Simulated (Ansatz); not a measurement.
# [SiH3···H···Cl], doublet along the distance Si1-H5

Starting geometry:

```yaml
atoms:
  - { symbol: Si, position_ang: [-1.9193, 0.0000, 0.0000] }
  - { symbol: H, position_ang: [-2.4142, 1.3997, 0.0000] }
  - { symbol: H, position_ang: [-2.4142, -0.6999, 1.2122] }
  - { symbol: H, position_ang: [-2.4142, -0.6999, -1.2122] }
  - { symbol: H, position_ang: [-0.4347, 0.0000, 0.0000] }
  - { symbol: Cl, position_ang: [1.7387, 0.0000, 0.0000] }
```

From there H5 is moved from one fragment to the other while all else, the fragments' distance too, stays fixed, so the hump isn't the reaction's barrier; atoms are numbered as listed. Energies are in kcal/mol, counted from the starting geometry at the same level. Kohn–Sham curves are unrestricted where that lies lower.

Basis cc-pVDZ; Ansatz 0.2.0. Correlated methods freeze the noble-gas cores. R marks a restricted (for open shells ROHF) determinant, U an unrestricted one.

Full CI isn't at hand for all of this; UCCSDT(Q) serves as the reference, and is uncertain by about the last step of the cluster series.

| distance Si1-H5 (Å) | CAM-B3LYP |
| --- | --- |
| 1.485 | 0.0 |
| 1.602 | 0.2 |
| 1.837 | 5.0 |
| 2.073 | 2.3 |
| 2.308 | -6.1 |

Problem. Estimate the UCCSDT(Q) curve in cc-pVDZ from this one, knowing how CAM-B3LYP errs.

Solution. The computed UCCSDT(Q) values, in kcal/mol from the starting point, and the error of CAM-B3LYP against them:
```json
{"distance Si1-H5 (Å)": "1.485", "UCCSDT(Q)": "0.0", "CAM-B3LYP less UCCSDT(Q)": "0.0"}
{"distance Si1-H5 (Å)": "1.602", "UCCSDT(Q)": "1.6", "CAM-B3LYP less UCCSDT(Q)": "-1.3"}
{"distance Si1-H5 (Å)": "1.837", "UCCSDT(Q)": "8.6", "CAM-B3LYP less UCCSDT(Q)": "-3.5"}
{"distance Si1-H5 (Å)": "2.073", "UCCSDT(Q)": "5.1", "CAM-B3LYP less UCCSDT(Q)": "-2.8"}
{"distance Si1-H5 (Å)": "2.308", "UCCSDT(Q)": "-5.8", "CAM-B3LYP less UCCSDT(Q)": "-0.3"}
```

The error spans 3.5 kcal/mol and is largest, -3.5 kcal/mol, at 1.837 Å.

In so small a basis the reference is far from its limit while semilocal and hybrid functionals are nearer theirs, so the functionals' errors here hold much of the reference's basis and frozen-core error, which can add to them or hide them.
